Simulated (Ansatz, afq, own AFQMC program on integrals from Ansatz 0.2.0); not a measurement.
# Where AFQMC and coupled cluster stand for BeNH2, quartet

```yaml
atoms:
  - { symbol: N, position_ang: [0.0000, 0.0022, 2.2845] }
  - { symbol: Be, position_ang: [0.0000, -0.2305, -3.5038] }
  - { symbol: H, position_ang: [0.0000, 0.8093, 2.9145] }
  - { symbol: H, position_ang: [0.0000, 1.2203, -3.3318] }
```

Connectivity, by distances: NH ··· BeH.

Basis cc-pVDZ. Only valence electrons are correlated. Integrals, coupled cluster, full CI and functionals: Ansatz 0.2.0; the random walks run on the same integrals in our own AFQMC program. The CISD trial takes its coefficients from CCSD amplitudes. Released means that phaseless walkers are propagated on without the constraint, phases kept. ± is one standard error of the sampling.

Determinant: UHF, the one that the program's search chose, which needn't be the lowest solution. The geometry is a point of a scan.

No full CI on the walks' own integrals is used here; CCSDT(Q) serves as the reference and is uncertain by about the last step of the cluster series.

Cautions: lower spins were not checked.

* T1 diagnostic: 0.0115
* weight of the determinant in the CISD state: 0.926
* ⟨S²⟩ of the determinant: 3.767
* size of the correlated space: 9 electrons in 36 orbitals

| level | correlation energy (eV) |
| --- | --- |
| MP2 | -3.5645 |
| CCSD | -4.3923 |
| CCSD(T) | -4.4449 |

(1) Estimate where phaseless AFQMC with a CISD trial lies against CCSD(T) on the same integrals.

(1) 15.0 ± 6.5 meV below CCSD(T).

Reference: CCSDT(Q), correlation energy -4.462 eV. The released energy is read at 2.40 1/Eh (meV from the phaseless value at times in 1/Eh: -2 ± 7 at 0.24, 1 ± 8 at 0.51, -1 ± 6 at 0.99, -11 ± 7 at 1.62, -6 ± 8 at 2.40).

| level | E − E(reference) (meV) | share of correlation (%) |
| --- | --- | --- |
| CCSD(T) | 17.0 | 99.62 |
| CCSDT | 2.9 | 99.93 |
| ph-AFQMC/CISD | 2.0 ± 6.5 | 99.96 |
| released AFQMC | -4.0 ± 7.8 | 100.09 |

A walk keeps the symmetry of its determinant, which the program's search chose and which needn't be the lowest solution, so a lower state of the same spin and another symmetry isn't excluded. Released energies are given only where the last usable release times agree within the noise; a slower fall can still hide under it.
